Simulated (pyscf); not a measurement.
`[PH2][GeH3]` + `[OH2]` -> `[OH][GeH2][PH2]` + `[H][H]` (four-centre exchange; singlet surface; Ge–H, H–O broken, Ge–O, H–H formed). Structures and frequencies: ωB97X-D3(BJ)/def2-SVP in PySCF. Rate constants from transition-state theory, ωB97M-D3(BJ)/def2-TZVP energies (ideal gas, 1 atm, RRHO with modes under 100 cm⁻¹ raised to 100, one conformer, R ln 2 for chiral ones without a mode under 150 cm⁻¹; no tunnelling), k in cm³ molecule⁻¹ s⁻¹.

| T (K) | 1000/T | log10 k |
|---|---|---|
| 298 | 3.354 | -45.55 |
| 600 | 1.667 | -29.25 |
| 900 | 1.111 | ? |
| 1200 | 0.833 | -20.76 |

**Question.** Fit an Arrhenius line to the three values, give the activation energy, and predict k at 900 K.

**Answer.** Least squares gives log10 k = -12.71 − 9.81 × 1000/T, so Ea = 9.81 × ln 10 × 1.987 = 44.9 kcal/mol, against an electronic barrier of 44.7. At 900 K the line gives -23.61; the computed value is -23.67 (ΔG‡ = 74.3 kcal/mol), a factor 1.1 under the line, since the plot is curved. This is the saddle that the search found; another between the same sides may lie lower. Elements up to Kr have no core potential and no relativistic terms here.
